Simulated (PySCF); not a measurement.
# AlH2F (SMILES [H][Al]([H])[F]) at B2PLYP/STO-3G

What is the vertical singlet–triplet gap of AlH2F at B2PLYP/STO-3G? The job is set up through a Python script.

The results are computed with PySCF 2.14.0.

21 further runs of the same task are left out: 3 that didn't finish, 18 set aside as unsound or not needed.

**1. The system as given**

AlH2F has 4 atoms, charge 0, and is taken as a singlet. SMILES: `[H][Al]([H])[F]`. Geometry: a GFN2-xTB relaxation, a rough one for these elements and not checked as a minimum.

Bond lengths: Al1–F4 1.642 Å, Al1–H2 1.528 Å, Al1–H3 1.528 Å. Angles: H2–Al1–F4 119.2°, H3–Al1–F4 119.2°, H2–Al1–H3 121.7°.

**2. The energy at B2PLYP/STO-3G**

input.py

```python
from pyscf import gto, dft, mp

mol = gto.Mole()
mol.atom = [
    ('Al', (0.019600, 0.032680, 0.000940)),
    ('H', (1.546910, -0.017870, 0.014080)),
    ('H', (-0.738990, 1.358820, -0.019420)),
    ('F', (-0.827520, -1.373630, 0.004400)),
]
mol.verbose = 3
mol.charge = 0
mol.max_memory = 1860
mol.spin = 0
mol.basis = 'sto-3g'
mol.build()

myscf = dft.RKS(mol, xc='0.53*HF + 0.47*B88, 0.73*LYP')
myscf.grids.level = 5
myscf.conv_tol = 1e-10
myscf.kernel()
if not myscf.converged:
    myscf = myscf.newton().run(myscf.mo_coeff, myscf.mo_occ)

pt = mp.MP2(myscf, frozen=6).run()
etot = myscf.e_tot + 0.27 * pt.e_corr
print('PT2 part  %.8f' % (0.27 * pt.e_corr))
print('E(%s) = %.9f' % ('B2PLYP', etot))
```

On the command line:

```
$ OMP_NUM_THREADS=1 python input.py
```

Standard output:

```text
converged SCF energy = -338.847326754094
E(RMP2) = -338.917801405754  E_corr = -0.070474651660112
E(SCS-RMP2) = -338.922996623611  E_corr = -0.0756698695165272
PT2 part  -0.01902816
E(B2PLYP) = -338.866354910
```

Run time: 1.9 s. Hardware: 1 thread of Intel Xeon Platinum 8488C (Sapphire Rapids), shared host; peak memory 0.18 GiB.

**3. The triplet, same level**

geometry.xyz

```xyz
4
AlFH2
Al     0.019600     0.032680     0.000940
H      1.546910    -0.017870     0.014080
H     -0.738990     1.358820    -0.019420
F     -0.827520    -1.373630     0.004400
```

job.py

```python
from pyscf import gto, dft, mp

mol = gto.M(
    atom='geometry.xyz',
    basis='sto-3g',
    charge=0,
    max_memory=1860,
    spin=2,
    verbose=4,
)

mf = dft.UKS(mol)
mf.xc = '0.53*HF + 0.47*B88, 0.73*LYP'
mf.conv_tol = 1e-10
mf.grids.level = 5
mf.kernel()
if not mf.converged:
    mf = mf.newton().run(mf.mo_coeff, mf.mo_occ)

pt = mp.MP2(mf, frozen=6).run()
e_tot = mf.e_tot + 0.27 * pt.e_corr
print('PT2 part  %.8f' % (0.27 * pt.e_corr))
print('Final energy', e_tot)
```

On the command line:

```
$ OMP_NUM_THREADS=1 python job.py
```

Standard output:

```text
PySCF version 2.14.0

[INPUT] num. atoms = 4
[INPUT] num. electrons = 24
[INPUT] charge = 0
[INPUT] spin (= nelec alpha-beta = 2S) = 2
[INPUT] symmetry False subgroup None
[INPUT] Mole.unit = angstrom
[INPUT] Symbol           X                Y                Z      unit          X                Y                Z       unit  Magmom
[INPUT]  1 Al     0.019600000000   0.032680000000   0.000940000000 AA    0.037038632041   0.061756249751   0.001776342557 Bohr   0.0
[INPUT]  2 H      1.546910000000  -0.017870000000   0.014080000000 AA    2.923236239351  -0.033769405846   0.026607343834 Bohr   0.0
[INPUT]  3 H     -0.738990000000   1.358820000000  -0.019420000000 AA   -1.396488708792   2.567797652581  -0.036698481339 Bohr   0.0
[INPUT]  4 F     -0.827520000000  -1.373630000000   0.004400000000 AA   -1.563786162600  -2.595784496486   0.008314794948 Bohr   0.0

[... 49 lines left out ...]
[... the frontier-level lines of each cycle are left out ...]
[... 11 lines left out ...]
[... 11 lines left out ...]
[... 11 lines left out ...]
[... 11 lines left out ...]
[... 5 lines left out ...]

cycle= 11 E= -338.556015088758  delta_E= -1.2e-09  |g|= 1.08e-06  |ddm|= 0.00014


cycle= 12 E= -338.556015088762  delta_E= -4.09e-12  |g|= 3.28e-07  |ddm|= 7.52e-06


Extra cycle  E= -338.556015088762  delta_E= -3.98e-13  |g|= 2.46e-07  |ddm|= 2.02e-06
converged SCF energy = -338.556015088762  <S^2> = 2.0038806  2S+1 = 3.0025859

******** <class 'pyscf.mp.ump2.UMP2'> ********
nocc = (np.int64(7), np.int64(5)), nmo = (10, 10)
frozen orbitals 6
E(UMP2) = -338.624865092231  E_corr = -0.0688500034688604
E(SCS-UMP2) = -338.626830292697  E_corr = -0.0708152039348301
E_corr(same-spin) = -0.013620923339772
E_corr(oppo-spin) = -0.0552290801290884
PT2 part  -0.01858950
Final energy -338.57460458969894
```

Run time: 3.6 s. Hardware: 1 thread of Intel Xeon Platinum 8488C (Sapphire Rapids), shared host; peak memory 0.19 GiB.

**4. What came out**

At B2PLYP/STO-3G, 6 core orbitals frozen:

```
                                        quantity          value
                           singlet: total energy  -338.86635 Eh
               singlet: dipole moment (SCF part)         0.39 D
      singlet: HOMO energy (SCF part's orbitals)       -6.22 eV
      singlet: LUMO energy (SCF part's orbitals)        6.49 eV
    singlet: HOMO–LUMO gap (SCF part's orbitals)       12.71 eV
                           triplet: total energy  -338.57460 Eh
               triplet: dipole moment (SCF part)         1.40 D
                                   triplet: ⟨S²⟩          2.004
vertical energy of the triplet above the singlet       7.939 eV
```

In words: At this shape the triplet lies 7.94 eV (766 kJ/mol) above the singlet. In a minimal basis such a difference can be off by several eV, whatever the method. Mulliken charges (singlet) run from -0.32 on F4 to +0.85 on Al1; they depend strongly on the basis. Mulliken charges (triplet) run from -0.16 on H2 to +0.37 on Al1; they depend strongly on the basis.
